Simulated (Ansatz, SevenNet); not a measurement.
Polycrystal shear modulus (GPa) of solids drawn from the class of oxides, at two levels: the machine-learned potential SevenNet-l3i5 (trained on PBE and PBE+U data), and PBE (Ansatz, a first-principles code, plane waves, PAW).

| solid | SevenNet-l3i5 | PBE | shift (%) |
|---|---|---|---|
| rock-salt CaO | 68.3 | 74.1 | +8.5 |
| rutile TiO2 | 100 | 109 | +9.0 |
| rock-salt BaO | 35.0 | 35.2 | +0.6 |
| α-quartz (SiO2) | 41.3 | 42.3 | +2.4 |
| rock-salt MgO | 99.6 | 117 | +17.5 |
| corundum Ga2O3 (metastable phase) | 82.8 | 86.9 | +5.0 |

The shifts run from +0.6 % to +17.5 %, with a median of +6.7 %.

Of 6 rows, PBE is the larger in 6 and the smaller in 0.

Ansatz's runs of these crystals have no spin polarisation.

Spin–orbit coupling is left out, also for the solids with elements from indium on (rock-salt BaO); its size isn't shown.

Each level is taken at its own relaxed cell. Ansatz's density-functional and Hartree–Fock values are scalar-relativistic unless marked +SOC, with PAW data made under PBE.
